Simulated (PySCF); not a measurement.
Molecule: 3-Chlorothiophene, C$_{4}$H$_{3}$ClS.

Molfile (atoms numbered from 1):
```
C4H3ClS
     RDKit          3D

  9  9  0  0  0  0  0  0  0  0999 V2000
   -2.1942   -1.4284    0.1809 Cl  0  0  0  0  0  0  0  0  0  0  0  0
   -0.8339   -0.3789    0.0587 C   0  0  0  0  0  0  0  0  0  0  0  0
    0.5088   -0.8549    0.0227 C   0  0  0  0  0  0  0  0  0  0  0  0
    1.4027    0.1759   -0.0746 C   0  0  0  0  0  0  0  0  0  0  0  0
    0.6213    1.7039   -0.1227 S   0  0  0  0  0  0  0  0  0  0  0  0
   -0.9332    0.9865   -0.0106 C   0  0  0  0  0  0  0  0  0  0  0  0
    0.7781   -1.9098    0.0674 H   0  0  0  0  0  0  0  0  0  0  0  0
    2.4893    0.1163   -0.1209 H   0  0  0  0  0  0  0  0  0  0  0  0
   -1.8388    1.5894   -0.0009 H   0  0  0  0  0  0  0  0  0  0  0  0
  1  2  1  0
  2  3  1  0
  3  4  2  0
  4  5  1  0
  5  6  1  0
  6  2  2  0
  3  7  1  0
  4  8  1  0
  6  9  1  0
M  END
```

Geometry PBE0-D3(BJ)/def2-SVP throughout; GIAO in PySCF 2.14, gas phase, one conformer, non-relativistic; equivalent atoms averaged; basis pcSseg-2.

(1) How do the shifts δ (against HCl, TMS, CS2 at the same level) depend on the functional? (ppm; last column core-seconds on shared hosts with different chips, so compare them loosely)

(2) Which nucleus moves most, in ppm?

Results:

(1) 
```
functional                    kind    Cl1     C4     C2     C6     C3     S5    H8    H9    H7  core-s
        HF            Hartree–Fock  128.4  141.9  140.6  136.8  136.3  197.1  7.51  7.42  7.18      19
       LDA                     LDA  241.3  138.0  144.6  131.4  140.4  277.8  7.25  7.01  7.14      31
       PBE                     GGA  221.1  132.5  139.6  126.6  135.3  256.8  7.19  6.94  7.09      43
      BLYP                     GGA  219.6  133.7  141.1  127.7  135.4  271.1  7.12  6.89  7.03      42
      BP86                     GGA  218.5  132.5  139.6  126.7  135.0  258.8  7.17  6.93  7.07      40
      OPBE                     GGA  210.9  126.9  133.7  121.6  130.6  230.0  7.25  6.98  7.15      40
       KT2                     GGA  205.0  124.1  131.1  118.9  127.2  236.0  7.12  6.87  7.01      44
       KT3                     GGA  200.5  122.8  129.9  117.9  125.9  229.9  7.11  6.88  7.01      44
     B97-D                     GGA  207.4  129.2  136.3  123.6  131.1  254.0  7.13  6.90  7.03      41
     B3LYP           global hybrid  199.9  137.5  142.6  132.0  137.4  258.4  7.25  7.06  7.09      29
      PBE0           global hybrid  195.6  136.8  141.1  131.5  137.4  241.4  7.34  7.14  7.16      29
  mPW1PW91           global hybrid  194.5  137.3  141.5  132.0  137.6  242.3  7.32  7.13  7.15      30
      WP04           global hybrid  196.4  138.6  143.6  134.3  137.5  252.9  7.09  6.93  6.89      43
     B97-2           global hybrid  191.4  133.7  138.7  128.5  134.4  238.3  7.28  7.09  7.12      43
 BHandHLYP           global hybrid  172.9  141.1  143.2  136.0  138.6  238.2  7.38  7.25  7.15      43
 CAM-B3LYP  range-separated hybrid  190.6  142.1  144.9  136.9  140.3  255.7  7.37  7.23  7.15      56
   wB97X-D  range-separated hybrid  186.2  140.0  143.3  135.0  139.1  243.0  7.39  7.24  7.16      56
   LC-wPBE  range-separated hybrid  180.3  145.6  145.8  140.8  143.4  236.3  7.50  7.38  7.21      77
```

(2) Cl1 (chlorine bonded to C): from 128.4 ppm with HF to 241.3 ppm with LDA. The smallest spread is 0.32 ppm, at H7. Proton shifts span only some 12 ppm, so a few tenths of a ppm matter as much there as several ppm in carbon.
